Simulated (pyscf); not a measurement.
Thermochemistry of product channels of H₃C–NH–CH₃ on the singlet surface, in kJ/mol, from ωB97M-D3(BJ)/def2-TZVP energies (ideal gas, 1 atm, RRHO with modes under 100 cm⁻¹ raised to 100, one conformer, R ln 2 for rigid chiral ones). Structures and frequencies: ωB97X-D3(BJ)/def2-SVP in PySCF.

| products | ΔE | ΔH(298 K) | ΔG(298 K) | ΔG(900 K) |
|---|---|---|---|---|
| CH₄ + H₂C=NH | [?] | +33.1 | -9.2 | [?] |
| H₂C=N–CH₃ + H₂ | +130.5 | +100.2 | +64.5 | -13.3 |
| cyclic C₂H₅N (SMILES C1CN1) + H₂ | +172.1 | +145.9 | +113.5 | +44.0 |

Question: Some entries are withheld; supply them.

Answer: 
- CH₄ + H₂C=NH, ΔE: +47.6
- CH₄ + H₂C=NH, ΔG(900 K): -94.4

The channel to H₂C=N–CH₃ + H₂ turns favourable between 298 and 1200 K (ΔG from +64.5 kJ/mol to -53.0 kJ/mol).

These are energies of the channels, which say nothing of barriers. H₃C–NH–CH₃ lies 32.8 kJ/mol over its isomer H₃C–CH₂–NH₂, and others may lie lower still (electronic energy, ωB97M-D3(BJ)). H₂C=N–CH₃ lies 38.0 kJ/mol over its isomer H₃C–CH=NH, and others may lie lower still (electronic energy, ωB97M-D3(BJ)).
